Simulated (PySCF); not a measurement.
Species: (CH3)3CCH2F, C₅H₁₁F.
Numbering: `[CH3:1][C:2]([CH3:3])([CH3:4])[CH2:5][F:6]` (hydrogens: H7, H8, H9 on C1; H10, H11, H12 on C3; H13, H14, H15 on C4; H16, H17 on C5)

The same species was optimised twice, with GFN2-xTB and with PBE0-D3(BJ)/def2-SVP (PySCF), and the same property calculations (PySCF, gas phase) were run on both structures.

| coordinate | GFN2-xTB | PBE0-D3(BJ)/def2-SVP | change |
| --- | --- | --- | --- |
| C2–C5 (Å) | 1.533 | 1.524 | -0.009 |
| C1–C2 (Å) | 1.530 | 1.528 | -0.002 |
| C2–C3 (Å) | 1.530 | 1.529 | -0.001 |
| C2–C4 (Å) | 1.530 | 1.529 | -0.001 |
| C5–F6 (Å) | 1.374 | 1.375 | +0.001 |
| C2–C5–F6 (°) | 111.4 | 111.1 | -0.3 |
| C3–C2–C4 (°) | 109.8 | 110.0 | +0.2 |
| C3–C2–C5 (°) | 109.4 | 109.2 | -0.2 |
| C1–C2–C5 (°) | 108.1 | 108.0 | -0.1 |
| C1–C2–C4 (°) | 110.1 | 110.3 | +0.2 |
| C4–C2–C5 (°) | 109.3 | 109.1 | -0.2 |
| C1–C2–C3 (°) | 110.1 | 110.2 | +0.1 |
| C1–C2–C5–F6 (°) | 180 | 180 | 0 |

Rotational constants: A = 4451, B = 2580, C = 2575 MHz (GFN2-xTB) against A = 4432, B = 2591, C = 2589 MHz (PBE0-D3(BJ)/def2-SVP). Point groups within 0.08 Å: Cs and Cs.

On the GFN2-xTB structure: HOMO (eV) -8.85 [PBE0/pcSseg-1]; LUMO (eV) 1.31 [PBE0/pcSseg-1]; dipole (D) 1.71 [PBE0/pcSseg-1]; GIAO shielding of C1/C3/C4 (mean) (ppm) 160.0 [PBE0/pcSseg-1]; GIAO shielding of C2 (ppm) 151.8 [PBE0/pcSseg-1]; GIAO shielding of C5 (ppm) 91.5 [PBE0/pcSseg-1]; GIAO shielding of F6 (ppm) 424.5 [PBE0/pcSseg-1].

Question: What do these properties become on the PBE0-D3(BJ)/def2-SVP structure?

Answer: 
```
                                    property          level  on GFN2-xTB  on PBE0-D3(BJ)/def2-SVP  change
                                   HOMO (eV)  PBE0/pcSseg-1        -8.85                    -8.88   -0.03
                                   LUMO (eV)  PBE0/pcSseg-1         1.31                     1.26   -0.05
                                  dipole (D)  PBE0/pcSseg-1         1.71                     1.70   -0.01
energy, GFN2-xTB geometry as zero (kcal/mol)  PBE0/pcSseg-1          0.0                     -0.4    -0.4
     GIAO shielding of C1/C3/C4 (mean) (ppm)  PBE0/pcSseg-1        160.0                    157.7    -2.3
                  GIAO shielding of C2 (ppm)  PBE0/pcSseg-1        151.8                    152.1    +0.3
                  GIAO shielding of C5 (ppm)  PBE0/pcSseg-1         91.5                     91.0    -0.5
                  GIAO shielding of F6 (ppm)  PBE0/pcSseg-1        424.5                    421.4    -3.1
```

The heavy atoms differ by 0.007 Å rms after alignment. Among bonds between heavy atoms C2–C5 changes most (-0.009 Å). Changes are differences of the printed values. Neither structure is proved a minimum here.

Conformer computed: `[CH3:1][C:2]([CH3:3])([CH3:4])[CH2:5][F:6]`: C1–C2–C5–F6 180°.
